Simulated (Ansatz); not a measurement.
**C4H8 (isobutene): from total energies to a heat of formation**

C4H8: 12 atoms, total charge 0, spin state singlet. SMILES: `C=C(C)C`. Geometry: relaxed at PBE0-D4/def2-TZVP.

Total energies at CAM-B3LYP/6-31G* (spherical functions) (Ansatz 0.2.0); the atoms run unrestricted:

| species | state | energy (Eh) |
| --- | --- | --- |
| C4H8 | singlet | -157.117541 |
| C | triplet | -37.821904 |
| H | doublet | -0.496827 |

Harmonic wavenumbers at B3LYP/6-31G*, in cm⁻¹: 178, 214, 379, 437, 438, 710, 820, 921, 974, 995, 1036, 1099, 1122, 1310, 1439, 1442, 1470, 1501, 1515, 1518, 1532, 1743, 3025, 3031, 3070, 3074, 3124, 3126, 3156, 3232.

Measured heats of formation of the gaseous atoms at 298.15 K, in kJ/mol: C 716.9, H 218.0. Spin-orbit lowering of the atoms at 298 K (mean of the ground term's levels less their thermal mean, from spectra), in kJ/mol: C 0.02. Take 1 Eh = 2625.50 kJ/mol, 1 cm⁻¹ = 0.0119627 kJ/mol, RT = 2.479 kJ/mol.

Task: Work out the heat of formation of the gas at 298 K.

Result: 
1. Electronic atomisation energy: 4 × (-37.821904) + 8 × (-0.496827) − (-157.117541) = 1.855309 Eh = 4871.1 kJ/mol.
2. Zero-point energy: half the sum of the wavenumbers, 23815.5 cm⁻¹ = 284.9 kJ/mol.
3. Thermal vibrational enthalpy, Σ hcν̃/(exp(hcν̃/kT) − 1): 6.4 kJ/mol. Translation, rotation and pV of a non-linear molecule: 4 RT = 9.9 kJ/mol.
4. The 12 free atoms carry 5/2 RT each: 74.4 kJ/mol.
5. Spin-orbit coupling lowers the free atoms by 4 × 0.02 = 0.1 kJ/mol.
6. Atomisation enthalpy at 298 K: 4871.1 − 0.1 − 284.9 − 6.4 − 9.9 + 74.4 = 4644.2 kJ/mol.
7. Sum of the atoms' heats of formation: 4611.6 kJ/mol. Heat of formation: 4611.6 − 4644.2 = -32.6 kJ/mol.

The tabulated value is -17.6 kJ/mol (Active Thermochemical Tables), so this level is off by -15.0 kJ/mol, or 0.3 % of the atomisation enthalpy that the table implies (4629.1 kJ/mol). Anharmonicity and any spin-orbit splitting of the molecule are left out.
